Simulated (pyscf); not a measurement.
A first-order saddle from PySCF, ωB97X-D3(BJ)/def2-SVP:

```
Ge
H 1 1.5359
H 1 1.5598 2 104.98
O 1 2.0181 2 116.08 3 95.59
H 4 0.9705 1 117.79 2 -46.00
H 4 1.1543 5 118.31 1 -87.06
H 6 1.0991 4 140.38 5 123.82
P 1 2.3010 2 116.80 7 92.43
H 8 1.4197 1 96.97 2 -90.47
H 8 1.4232 9 94.57 7 95.30
```
Charge 0, spin multiplicity 1.

Surface: singlet, charge 0. Lowest wavenumbers (cm⁻¹): 1374i, 78, 98, 302, 382.

Problem. Name the species on either side of this saddle.

Solution. H₂P–GeH₃ + H₂O ⇌ HO–GeH₂–PH₂ + H₂, a four-centre exchange read from left to right: Ge–H, H–O broken and Ge–O, H–H formed. At ωB97M-D3(BJ)/def2-TZVP it lies +187.2 kJ/mol from the left side and +190.3 kJ/mol from the right (each side as separated species at their lowest minima found). One saddle was located; it need not be the lowest between these sides. Elements up to Kr have no core potential and no relativistic terms here.
